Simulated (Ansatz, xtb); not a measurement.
## CH2FO2: which of two conformers lies lower

Structure a is `O[C](O)F`, a doublet and structure b is `O[C](O)F`, a doublet. Both are isolated molecules in the gas phase, relaxed with B3LYP-D3(BJ)/6-311G**.

a (Å):

```yaml
atoms:
  - { symbol: C, position_ang: [-0.4734, -0.0490, -0.1921] }
  - { symbol: F, position_ang: [-1.0073, -1.1944, -0.7661] }
  - { symbol: O, position_ang: [-0.5344, 1.0169, -1.0158] }
  - { symbol: O, position_ang: [-1.0508, 0.2532, 0.9884] }
  - { symbol: H, position_ang: [-0.1485, 0.7583, -1.8596] }
  - { symbol: H, position_ang: [-1.0237, -0.5365, 1.5391] }
```

b (Å):

```csv
atom,x (Å),y (Å),z (Å)
C,0.0980,0.7087,-0.6598
F,0.2160,-0.6060,-0.3467
O,-0.6977,0.8373,-1.7433
O,-0.3275,1.4768,0.3888
H,-0.9380,1.7683,-1.8171
H,0.3385,1.4368,1.0841
```

Energies in hartree; the thermal terms are from B3LYP-D3(BJ)/6-311G** harmonic frequencies (ideal gas, rigid rotor, one conformer each, 298.15 K, 1 atm) and include the zero-point energy:

|  | a | b |
| --- | --- | --- |
| E, CCSD(T)/def2-SVP | −288.621503 | −288.621367 |
| E, MP2/def2-SVP | −288.587560 | −288.587192 |
| E, MP2/def2-TZVPP | −289.142906 | −289.142659 |
| zero-point energy | 0.036098 | 0.036149 |
| H(298 K) − E | 0.041514 | 0.041476 |
| G(298 K) − E | 0.008664 | 0.008912 |

Correct the CCSD(T) difference for the basis set by the MP2 change, then work out ΔE, ΔE₀, ΔH and ΔG for a → b in kcal/mol (1 Eh = 627.51 kcal/mol) and the equilibrium ratio [b]/[a].

1. Differences b − a: CCSD(T) +0.000136, MP2 in the small set +0.000368, MP2 in the large set +0.000247 Eh.
2. ΔE = +0.000136 + (+0.000247 − (+0.000368)) = +0.000015 Eh = +0.01 kcal/mol.
3. ΔE₀ = ΔE + ΔZPE = +0.000015 + (+0.000051) Eh = +0.04 kcal/mol.
4. ΔH = ΔE + (−0.000038) Eh = −0.01 kcal/mol.
5. ΔG = ΔE + (+0.000248) Eh = +0.17 kcal/mol, so ΔS = (ΔH − ΔG)/T = −2.5 J/(mol K).
6. kT = 0.9442 mEh, so K = [b]/[a] = exp(−ΔG/kT) = exp(−0.28) ≈ 0.76.

The two are too close for this level to say which is favoured. An error of 1 kcal/mol in ΔG would change K by a factor of 5.4. Mirror images and further conformers aren't counted.

Other levels gave ΔE = +0.2 (B3LYP-D3(BJ)/6-311G**); −0.3 (HF/def2-SVP); +0.2 (MP2/def2-SVP); +0.1 (CCSD(T)/def2-SVP) kcal/mol. Open shells are spin-unrestricted. The correlated steps freeze 4 core orbitals. Programs: Ansatz 0.2.0.
